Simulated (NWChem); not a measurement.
Molecule: SiH2, singlet; SMILES [SiH2]

Program: NWChem. Low-valent species are run as closed-shell singlets; no triplet was tried in these runs. All runs use the structure optimised with PBE0/def2-SVP. Ions are spin-unrestricted doublets at the neutral geometry; other ion states weren't tried.

For level PBE0/def2-SVP:

```
Property       Result
-------------  ------
−ε(HOMO) (eV)    6.83
```

Q: What are these values for level PBE/def2-SVP?

A: 
- −ε(HOMO) (eV) = 5.76
